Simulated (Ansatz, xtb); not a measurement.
**C4H6S: 3 structures ranked**

3 gas-phase structures of C4H6S, from a drawn sample of its isomers (lower ones may exist). Each was relaxed with GFN2-xTB:

A. `CC#CCS`, a singlet
B. `C#C[C@@H](C)S`, a singlet
C. `CCC#CS`, a singlet

Problem. Make a reasoned guess at their ranking by r2SCAN-D4/def2-SVP single-point energy.

Solution. Calculated order at r2SCAN-D4/def2-SVP: A (0.0), C (0.6), B (6.4) kcal/mol. Less than 1 kcal/mol parts A and C, so the order within that pair means little.

Energies above the lowest of each column, in kcal/mol; the last columns are at PBE-D3(BJ)/def2-SVP geometries:

```csv
structure,GFN2-xTB,HF/STO-3G,r2SCAN-D4/def2-SVP,PBE-D3(BJ)/def2-SVP,CCSD(T)/def2-SVP + ΔMP2/def2-TZVPP
A,0.0,4.9,0.0,0.0,0.0
C,2.0,0.0,0.6,0.5,0.2
B,7.2,12.9,6.4,7.0,3.3
```

CCSD(T)/def2-SVP + ΔMP2/def2-TZVPP has A and C within 1 kcal/mol of each other at the bottom, and every level picks one of them. Flexible structures stand in one conformer each, not always the lowest. ΔMP2 is the change of the MP2 energy from the smaller to the larger basis.

Programs: Ansatz 0.2.0, xtb 6.7.1.
